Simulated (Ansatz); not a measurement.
Born–Oppenheimer molecular dynamics of C3H9 (12 atoms, charge 0, multiplicity 2). It starts at the highest image of a converged band, a first-order saddle point between two minima.

Computed with Ansatz, UKS PBE0/def2-SVP.

```
ensemble                      : NVE (velocity Verlet)
time step                     : 0.5 fs
steps asked                   : 200
starting velocities drawn for : 100 K
seed                          : 6716
```

First frame:

```xyz
12
Properties=species:S:1:pos:R:3
H -0.765 -0.970 0.785
C 0.275 -0.293 0.215
C 0.091 -0.469 -1.265
C 0.178 1.102 0.762
H -1.504 -1.409 1.157
H 1.117 -0.871 0.626
H 0.910 0.016 -1.827
H 0.080 -1.531 -1.553
H -0.852 -0.013 -1.610
H 1.008 1.732 0.392
H 0.224 1.115 1.862
H -0.761 1.591 0.455
```

Q: How far do the bonds stretch over the last three quarters of this one trajectory? (Pairs bonded in most of those frames.)

A: 
| bond | mean (Å) | spread (Å) | shortest | longest |
| --- | --- | --- | --- | --- |
| H1–C2 | 1.110 | 0.043 | 1.04 | 1.17 |
| C2–C3 | 1.521 | 0.005 | 1.51 | 1.53 |
| C2–C4 | 1.521 | 0.002 | 1.52 | 1.53 |
| C2–H6 | 1.105 | 0.008 | 1.09 | 1.12 |
| C3–H7 | 1.103 | 0.012 | 1.08 | 1.12 |
| C3–H8 | 1.102 | 0.017 | 1.07 | 1.13 |
| C3–H9 | 1.104 | 0.027 | 1.06 | 1.15 |
| C4–H10 | 1.104 | 0.024 | 1.07 | 1.14 |
| C4–H11 | 1.101 | 0.004 | 1.09 | 1.11 |
| C4–H12 | 1.104 | 0.023 | 1.07 | 1.14 |

Mean temperature of the second half: 240 K. The conserved energy stayed within 0.16 meV per atom of its start (net change 0.036 meV per atom), so the integration is sound. The system heated up, since it started high on the potential surface and ran downhill. A run of 0.1 ps of so small a system gives no equilibrium averages.

Time of the run: 7.3 min on 2 threads of Arm Neoverse V1, with other jobs on the host, peak memory 0.2 GiB.
